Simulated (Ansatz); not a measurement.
# Ag (P6_3/mmc)

These are results of Ansatz, DFT r2SCAN, scalar-relativistic, plane waves, PAW, not measurements.

Settings: cutoff 500 eV, Γ-centred mesh 18×18×4 on the computed 4-atom cell, Gaussian smearing of 0.10 eV; no spin polarisation.

The structure is relaxed at this level of theory with its symmetry kept. This form isn't the element's structure at ambient conditions.

```
CELL_PARAMETERS angstrom
2.90521 0.00000 0.00000
-1.45260 2.51598 0.00000
0.00000 0.00000 9.46699
ATOMIC_POSITIONS crystal
Ag 0.33333 0.66667 0.25000
Ag 0.66667 0.33333 0.75000
Ag 0.00000 0.00000 0.00000
Ag 0.00000 0.00000 0.50000
```

| Item | Value |
| --- | --- |
| Space group | P6_3/mmc (No. 194) |
| Volume per atom | 17.30 Å³ |
| Formation energy from the elements' standard states (uncorrected) | +0.005 eV/atom |
| Generalised Kohn–Sham band gap | none (metal) |
| Density of states at the Fermi level | 1.09 states/eV per cell |
| Bulk modulus | 102 GPa |
| Its pressure derivative | 5.8 |
| Bader charges (e) | Ag (2 in the cell) 0.00, Ag (2 in the cell) 0.00 |

Cost: 8 runs of about 20 core-minutes in all, on AMD EPYC 7R43 (Zen 3) (shared hosts).